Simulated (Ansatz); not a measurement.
Total energies of `CCN`.

```xyz
10

C     0.730   -0.135    0.775
C    -0.611    0.185    0.131
N    -0.661    0.065   -1.317
H     0.689   -0.022    1.862
H     1.512    0.532    0.399
H     1.034   -1.162    0.556
H    -0.911    1.205    0.392
H    -1.384   -0.469    0.547
H    -0.419   -0.877   -1.600
H     0.021    0.680   -1.744
```

Charge 0, multiplicity 1. The structure was optimised at the PBE0-D4/def2-TZVP level. It is one conformer, not always the lowest. Basis def2-TZVPP, Ansatz 0.2.0.

RPA on PBE orbitals: Hartree–Fock energy of these orbitals -134.28095 Eh, correlation -0.96596 Eh (frozen core).

```
             functional                                       kind  energy without D4 (Eh)  D4 term (kJ/mol)
            LDA (SPW92)                                        LDA              -133.99845                 –
                    PBE                                        GGA              -135.04122             -11.8
                 revPBE                                        GGA              -135.18453             -45.6
                   BLYP                                        GGA              -135.15562             -27.2
                 r2SCAN                                   meta-GGA              -135.14136              -2.9
                 B97M-V                         meta-GGA with VV10              -135.21716                 –
                   PBE0         global hybrid, 25 % exact exchange              -135.06210              -9.7
                  B3LYP                        global hybrid, 20 %              -135.23646             -18.7
                r2SCANh                      meta-GGA hybrid, 10 %              -135.13627              -3.0
                r2SCAN0                      meta-GGA hybrid, 25 %              -135.12924              -3.3
HSE06 (plane-wave form)                            screened hybrid              -135.05385              -8.8
                  BHLYP                        global hybrid, 50 %              -135.14076             -12.1
              CAM-B3LYP                     range-separated hybrid              -135.15485              -9.5
                LC-ωPBE                long-range corrected hybrid              -135.15017                 –
                ωB97X-V       range-separated hybrid GGA with VV10              -135.18563                 –
                ωB97M-V  range-separated hybrid meta-GGA with VV10              -135.14867                 –
                 B2PLYP                              double hybrid              -135.10244                 –
               PBE-QIDH                              double hybrid              -135.04485                 –
```

B3LYP takes the VWN-RPA correlation (the form of Gaussian; ORCA's B3LYP/G). HSE06 is the plane-wave form, built on full-range PBE exchange. The double hybrids freeze the cores in their second-order part.

LC-ωPBE has ω = 0.4 bohr⁻¹.
